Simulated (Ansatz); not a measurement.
`CC(O)=S` and `CSC(O)=S` differ in one atom or group.

Ansatz, PBE0-D4/def2-TZVP geometries, multiplicity 1. Each molecule was computed in one conformer, which needn't be the lowest.

```tsv
property	`CC(O)=S`
HOMO–LUMO gap (B3LYP/def2-TZVPP) / eV	4.85
LUMO energy (PBE0/def2-TZVPP) / eV	-1.42
HOMO energy (ωB97M-V/def2-TZVPP) / eV	-8.93
HOMO energy (B3LYP/def2-TZVPP) / eV	-6.49
HOMO–LUMO gap (ωB97M-V/def2-TZVPP) / eV	9.69
LUMO energy (PBE/def2-TZVPP) / eV	-2.34
```

Task: What does the change do to each property? (Estimate.)

Result: Computed: 
```json
{"property": "HOMO–LUMO gap (B3LYP/def2-TZVPP) / eV", "`CSC(O)=S`": "4.88", "shift": "0.03"}
{"property": "LUMO energy (PBE0/def2-TZVPP) / eV", "`CSC(O)=S`": "-1.36", "shift": "0.06"}
{"property": "HOMO energy (ωB97M-V/def2-TZVPP) / eV", "`CSC(O)=S`": "-8.83", "shift": "0.10"}
{"property": "HOMO energy (B3LYP/def2-TZVPP) / eV", "`CSC(O)=S`": "-6.42", "shift": "0.07"}
{"property": "HOMO–LUMO gap (ωB97M-V/def2-TZVPP) / eV", "`CSC(O)=S`": "9.60", "shift": "-0.09"}
{"property": "LUMO energy (PBE/def2-TZVPP) / eV", "`CSC(O)=S`": "-2.19", "shift": "0.15"}
```

B3LYP here is the variant with VWN-RPA as its local correlation; programs differ in this.
